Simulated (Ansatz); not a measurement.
**AlHO2 (SMILES [O]=[Al][OH]): levels of theory compared**

Aim: a comparison of 6 runs (PBE/STO-3G, UB3LYP/STO-3G, wB97X/STO-3G, BCCD(T)/STO-3G, CCSDT(Q)/STO-3G, CCSDT/STO-3G) of AlHO2. 

The results are computed with Ansatz 0.2.0.

62 further runs of the same task are left out: 8 that didn't finish, 54 set aside as unsound or not needed.

## 1. The system as given

AlHO2: 4 atoms, total charge 0, spin state singlet. SMILES: `[O]=[Al][OH]`. The H4–O3 distance was set to 1.898 Å, away from the relaxed value. At this shape a bond of the SMILES string is far longer than usual.

Bond lengths: O1–Al2 1.572 Å, Al2–O3 1.628 Å. Angles: O1–Al2–O3 180.0°.

## 2. A single-point energy at PBE/STO-3G (run 1)

run.yaml reads:

```yaml
crystal:
  periodic: [false, false, false]
  atoms:
    - symbol: O
      position_ang: [-2.288149, -2.004443, -0.923518]
    - symbol: Al
      position_ang: [-1.156339, -1.015773, -0.463648]
    - symbol: O
      position_ang: [0.016431, 0.008337, 0.012782]
    - symbol: H
      position_ang: [1.381100, 1.209770, 0.557430]
basis:
  gaussian:
    orbitals: STO-3G
hamiltonian:
  xc: pbe
accuracy: high
```

Started as:

```sh
$ ansatz run run.yaml --threads 1 --pin off --max-ram 2610MiB --events-out events.jsonl --progress --plain --runs-dir runs
```

What it wrote:

```text
Warning: RAYON_NUM_THREADS=1 ignored (pool sized by the plan → 1); use --threads N
Functional definition: PBE
  name "PBE"
  parameter kappa = 0.804
  parameter beta = 0.06672455060314922
  exchange = pbe_x(kappa = kappa, mu = beta*pi^2/3)
  correlation = pbe_c(beta = beta)
342 factors; integrals over basis functions are off by at most 2.3e-8 eV
mean field evaluation 1: about -10542.7539 eV, gradient 5.2e1 eV
mean field evaluation 2: about -10401.5989 eV, gradient 1.7e2 eV
mean field evaluation 4: about -10540.6859 eV, gradient 4.1e1 eV
mean field evaluation 8: about -10555.4657 eV, gradient 3.4e0 eV
mean field evaluation 16: about -10555.4882 eV, gradient 5.1e-5 eV
mean field evaluation 32: about -10555.3956 eV, gradient 2.2e0 eV
mean field evaluation 64: about -10555.4761 eV, gradient 2.2e-1 eV
mean field evaluation 96: about -10555.4691 eV, gradient 6.4e-2 eV
mean field -10555.48822220 eV, -387.9070373989 hartree, gradient 1.8e-8 eV, S^2 0.000000; 5 other end points of the search recorded, 0 dependent functions left out
reference -10555.48822395 eV, -387.9070374632 hartree; 15, 15 occupied and 5, 5 virtual orbitals, 342 factors
Total energy: -10555.48822395 eV, -387.9070374632 hartree
```

It took 8.1 s on 1 thread of Intel Xeon 6975P-C (Granite Rapids), shared host.

## 3. A single-point energy at UB3LYP/STO-3G (run 2)

molecule.yaml reads:

```yaml
crystal:
  periodic: [false, false, false]
  atoms:
    - symbol: O
      position_ang: [-2.288149, -2.004443, -0.923518]
    - symbol: Al
      position_ang: [-1.156339, -1.015773, -0.463648]
    - symbol: O
      position_ang: [0.016431, 0.008337, 0.012782]
    - symbol: H
      position_ang: [1.381100, 1.209770, 0.557430]
basis:
  gaussian:
    orbitals: STO-3G
magnetization:
  spin_polarized: true
  initial_magnetization: 0
hamiltonian:
  xc: {name: B3LYP}
accuracy: high
```

Started as:

```sh
$ ansatz run molecule.yaml --threads 1 --pin off --max-ram 2610MiB --events-out events.jsonl --progress --plain --runs-dir runs
```

What it wrote, shortened:

```text
Warning: RAYON_NUM_THREADS=1 ignored (pool sized by the plan → 1); use --threads N
Functional definition: B3LYP
  name "B3LYP"
[...]
342 factors; integrals over basis functions are off by at most 2.3e-8 eV
[...]
mean field -10564.29928902 eV, -388.2308381323 hartree, gradient 1.8e-8 eV, S^2 1.048877; 7 other end points of the search recorded, 0 dependent functions left out
reference -10564.29931489 eV, -388.2308390829 hartree; 15, 15 occupied and 5, 5 virtual orbitals, 342 factors
Total energy: -10564.29931489 eV, -388.2308390829 hartree
```

Wall time 26 s (1 thread of Intel Xeon 6975P-C (Granite Rapids), shared host); peak memory 0.14 GiB.

Runs 3 to 4 aren't shown in full; the table further down has their settings and results.

## 4. The energy at CCSDT(Q)/STO-3G (run 5)

Edit run.yaml of step 2 so:

```diff
@@ -1 +1,3 @@
+basis:
+  gaussian: {orbitals: STO-3G}
 crystal:
@@ -11,7 +13,4 @@
       position_ang: [1.381100, 1.209770, 0.557430]
-basis:
-  gaussian:
-    orbitals: STO-3G
-hamiltonian:
-  xc: pbe
+correlation: {method: ccsdt_q, frozen_orbitals: {Al: 5, H: 0, O: 1}}
 accuracy: high
+scf: {omitted_lower_state_checks: [cluster_reference, increment]}
```

Started as:

```sh
$ ansatz run run.yaml --threads 1 --pin off --max-ram 2610MiB --events-out events.jsonl --progress --plain --runs-dir runs
```

What it wrote:

```text
Warning: RAYON_NUM_THREADS=1 ignored (pool sized by the plan → 1); use --threads N
[... 13 lines left out ...]
7 core orbitals not correlated: weight in the atoms' cores, before any rotation towards them, 1.000 or more for the frozen orbitals, at most 0.000 for the correlated occupied ones
[... 115 lines left out ...]
Total energy: -10535.75605482 eV, -387.1818936226 hartree
Checks for a lower state left out: cluster_reference, increment
```

It took 0.65 s on 1 thread of Intel Xeon 6975P-C (Granite Rapids), shared host.

## 5. A single-point energy at CCSDT/STO-3G (run 6)

run.yaml reads:

```yaml
crystal:
  periodic: [false, false, false]
  atoms:
    - {symbol: O, position_ang: [-2.288149, -2.004443, -0.923518]}
    - {symbol: Al, position_ang: [-1.156339, -1.015773, -0.463648]}
    - {symbol: O, position_ang: [0.016431, 0.008337, 0.012782]}
    - {symbol: H, position_ang: [1.381100, 1.209770, 0.557430]}
basis:
  gaussian:
    orbitals: STO-3G
correlation:
  method: ccsdt
  frozen_orbitals: {Al: 5, H: 0, O: 1}
scf:
  omitted_lower_state_checks: [cluster_reference, increment]
accuracy: high
```

Started as:

```sh
$ ansatz run run.yaml --threads 1 --pin off --max-ram 2610MiB --events-out events.jsonl --progress --plain --runs-dir runs
```

What it wrote:

```text
Warning: RAYON_NUM_THREADS=1 ignored (pool sized by the plan → 1); use --threads N
[... 13 lines left out ...]
7 core orbitals not correlated: weight in the atoms' cores, before any rotation towards them, 1.000 or more for the frozen orbitals, at most 0.000 for the correlated occupied ones
[... 114 lines left out ...]
Total energy: -10535.66986661 eV, -387.1787262643 hartree
Checks for a lower state left out: cluster_reference, increment
```

Run time: 0.71 s. Hardware: 1 thread of Intel Xeon 6975P-C (Granite Rapids), shared host.

## 6. The series

```csv
run,level,frozen core orbitals,energy (Eh),wall time
1,PBE/STO-3G,–,-387.907037,8.1 s
2,UB3LYP/STO-3G,–,-388.230839,26 s
3,wB97X/STO-3G,–,-388.107497,4.5 s
4,BCCD(T)/STO-3G,7,-387.178645,0.45 s
5,CCSDT(Q)/STO-3G,7,-387.181894,0.65 s
6,CCSDT/STO-3G,7,-387.178726,0.71 s
```

## 7. Outcome

```
                                          quantity          value
                               run 6: total energy  -387.17873 Eh
run 6: correlation energy (7 core orbitals frozen)     -276.1 mEh
                              run 6: T1 diagnostic          0.046
```

In words: Totals of different functionals can't be ranked against each other. In runs 4, 5, 6 the log says that unrestricted orbitals would lower the reference, so the values rest on an unstable closed-shell determinant (other closed-shell runs at this shape may share the fault). In runs 1, 2, 3, 4, 5, 6 the basis is minimal, so the values are rough. Spin contamination of the reference: run 2 ⟨S²⟩ = 1.05. Where it is this large, the reference is a mixture of spin states, and values that rest on it are in doubt. All runs together took 40 s, the longest 26 s.
